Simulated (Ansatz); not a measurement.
**CH3N (triplet): wave-function methods side by side at a displaced geometry (v2), cc-pVDZ**

The task here is to estimate one member of a computed series from the others.

The runs use Ansatz 0.2.0, Gaussian basis; cc-pVDZ, core rule «outside noble gas», up to 2 orbitals frozen.

To be run: UHF; CCSD(T) on ROHF; CCSD(T) on UHF; BCCD(T) on ROHF; CISD as a restricted active space (open shells left free, so some higher excitations enter); CCSDT(Q) on ROHF; CCSDT(Q) on UHF.

22 further runs of the same task are left out: 10 that didn't finish, 12 set aside as unsound or not needed. Runs told in other sessions of the task aren't counted.

## The geometry

The geometry is a PBE0/def2-TZVP stationary point (not a proven minimum) with its atoms shifted at random (size 0.100 Å).

5 atoms, charge 0, spin multiplicity 3.

Atoms are counted from 1 here; the program's logs count them from 0.

Bond lengths: N1–C2 1.238 Å, C2–H3 1.159 Å, C2–H4 1.141 Å, C2–H5 1.156 Å. Angles: N1–C2–H3 113.6°, N1–C2–H4 119.5°, N1–C2–H5 112.6°, H3–C2–H4 98.7°, H3–C2–H5 99.2°, H4–C2–H5 110.5°.

The first run:

in.yaml reads:

```yaml
crystal:
  periodic: [false, false, false]
  atoms:
    - {symbol: N, position_ang: [-0.692145, 0.010771, 0.004357]}
    - {symbol: C, position_ang: [0.546252, 0.005923, 0.002782]}
    - {symbol: H, position_ang: [1.005678, -1.058362, -0.003995]}
    - {symbol: H, position_ang: [1.111643, 0.432940, 0.897006]}
    - {symbol: H, position_ang: [0.991791, 0.405156, -0.986709]}
basis:
  gaussian: {orbitals: cc-pVDZ}
magnetization: {spin_polarized: true, initial_magnetization: 2}
hamiltonian: {xc: hf}
output: {orbitals: {seedname: orbitals}}
```

On the command line:

```sh
> ansatz run in.yaml --threads 1 --pin off --events-out ev --progress --plain --max-ram 2393MiB
```

Among the steps run: UHF; CCSD(T) on ROHF; CCSD(T) on UHF; BCCD(T) on ROHF; CISD as a restricted active space (open shells left free, so some higher excitations enter); CCSDT(Q) on ROHF; CCSDT(Q) on UHF.

One of the session's tables, all rows but one given; the rest of the session is left out.

| method | from UCCSDT(Q) (kcal/mol) |
| --- | --- |
| ROHF | +189.17 |
| UHF | +181.63 |
| RMP2 | +26.88 |
| UMP2 | +26.71 |
| CISD | +18.38 |
| RCCSD | +5.13 |
| UCCSD | +5.02 |
| RCCSD(T) | ? |
| UCCSD(T) | +0.72 |
| BCCD(T) | +0.71 |
| RCCSDT | +0.26 |
| UCCSDT | +0.23 |
| RCCSDT(Q) | +0.04 |
| UCCSDT(Q) | 0 |

Estimate the missing values for RCCSD(T).

As computed: from UCCSDT(Q) (kcal/mol): +0.73. In the column «from UCCSDT(Q) (kcal/mol)» it lies between UCCSD(T) (+0.72) and UCCSD (+5.02).

To keep in mind: Restricted and unrestricted rows rest on different reference determinants; a gap between their highest levels can come from leftover correlation error, from unlike frozen cores or from another state.
